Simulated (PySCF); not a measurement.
Estimate the missing entries of this data sheet.

Compound: 1,3-dioxane, C4H8O2.
Atom-mapped SMILES: `[CH2:1]1[CH2:2][O:3][CH2:4][O:5][CH2:6]1` (hydrogens: H7, H8 on C1; H9, H10 on C2; H11, H12 on C4; H13, H14 on C6)

```json
{"property": "point group", "level": "PBE0-D3(BJ)/def2-TZVP", "value": "?"}
{"property": "rotational constants A, B, C", "level": "PBE0-D3(BJ)/def2-TZVP", "value": "5.066, 4.871, 2.791 GHz"}
{"property": "dipole moment", "level": "CAM-B3LYP/aug-cc-pVTZ", "value": "2.15 D"}
{"property": "HOMO energy", "level": "CAM-B3LYP/aug-cc-pVTZ", "value": "?"}
{"property": "LUMO energy", "level": "CAM-B3LYP/aug-cc-pVTZ", "value": "?"}
{"property": "lowest singlet excitation", "level": "TDDFT CAM-B3LYP/aug-cc-pVTZ", "value": "7.05 eV (176 nm, f = 0.000)"}
{"property": "strongest line among the 10 lowest singlet transitions", "level": "TDDFT CAM-B3LYP/aug-cc-pVTZ", "value": "S4 at 7.60 eV (163 nm, f = 0.088)"}
{"property": "lowest triplet excitation (Tamm–Dancoff)", "level": "TDA CAM-B3LYP/aug-cc-pVTZ", "value": "?"}
{"property": "static isotropic polarisability", "level": "CAM-B3LYP/aug-cc-pVTZ", "value": "?"}
{"property": "electronic spatial extent ⟨r²⟩ about the centre of nuclear charge", "level": "CAM-B3LYP/aug-cc-pVTZ", "value": "494 bohr²"}
{"property": "13C chemical shifts (computed TMS as zero) by class", "level": "GIAO PBE0/pcSseg-2", "value": "?"}
{"property": "1H chemical shifts (computed TMS as zero) by class", "level": "GIAO PBE0/pcSseg-2", "value": "?"}
{"property": "isotropic shieldings of nuclei other than C and H, by class", "level": "GIAO PBE0/pcSseg-2", "value": "253 (O3/O5) ppm"}
```

The electronic properties come from PySCF, for the isolated species, density fitting. Isolated species at its PBE0-D3(BJ)/def2-TZVP geometry (one conformer only). NMR classes are plain means over equivalent atoms (diastereotopic ones count apart unless rotation or inversion swaps them), as if these changed places fast; in this geometry the members of some classes differ.

(1) The static isotropic polarisability?

(2) The point group?

(3) What are the 1H chemical shifts (computed TMS as zero) by class?

(4) The 13C chemical shifts (computed TMS as zero) by class?

(5) Give the lowest triplet excitation (Tamm–Dancoff).

(6) The LUMO energy?

(7) The HOMO energy?

## Answers

(1) 55.7 au.

(2) Cs.

(3) 4.84 (H11/H12), 3.84 (H9/H10/H13/H14), 1.56 (H7/H8) ppm.

(4) 100.6 (C4), 71.6 (C2/C6), 30.3 (C1) ppm.

(5) 6.98 eV.

(6) 0.24 eV.

(7) -9.17 eV.

In wavenumbers S1 is 56800 cm⁻¹ (1 eV = 8065.54 cm⁻¹). The dipole equals about 7.2 × 10⁻³⁰ C·m (1 D = 3.33564 × 10⁻³⁰ C·m). A dipole of 2.15 D is allowed in Cs, and pure rotational transitions are dipole-allowed. The principal polarisabilities are 51.2, 56.3 and 59.5 au; their mean is the isotropic value.

For the TDDFT job (CAM-B3LYP/aug-cc-pVTZ), time: 75 s wall, 2.7 min CPU; peak memory 2.4 GiB. Hardware: an Intel Xeon Platinum 8259CL at 2.50 GHz with 2 threads, shared host with 96 logical CPUs at a one-minute load of 16.
